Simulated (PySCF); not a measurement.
# 1,2-difluoroethane: calculation and literature

Numbering as in the mapped SMILES `[F:1][CH2:2][CH2:3][F:4]`; H(Xn) means a hydrogen on atom n.

The experiment to reproduce:  Coupling constants: $^{2}J$(F1,H(C2)) 47.9 Hz, $^{2}J$(H(C2),H(C2)) -11.8 Hz, $^{3}J$(F1,F4) -10.7 Hz.

Non-relativistic, one conformer, gas phase, fast rotation and ring inversion assumed for equivalent nuclei. Shieldings: GIAO PBE0/pcSseg-1; coordinates at the GFN2-xTB level; J: B3LYP/pcJ-1; PySCF 2.14.

Set the calculated values beside the experiment.

Results:


Coupling constants in Hz:
```tsv
coupling	reference	computed	source
$^{2}J$(F1,H(C2))	47.9	54.3	measured; solution, CH2Cl2; Gryff-Keller and Szczecinski, RSC Adv. 2016, 6, 82783
$^{2}J$(H(C2),H(C2))	-11.8	-11.4	measured; solution, CH2Cl2; Gryff-Keller and Szczecinski, RSC Adv. 2016, 6, 82783
$^{3}J$(F1,F4)	-10.7	-7.7	measured; solution, CH2Cl2; Gryff-Keller and Szczecinski, RSC Adv. 2016, 6, 82783
```
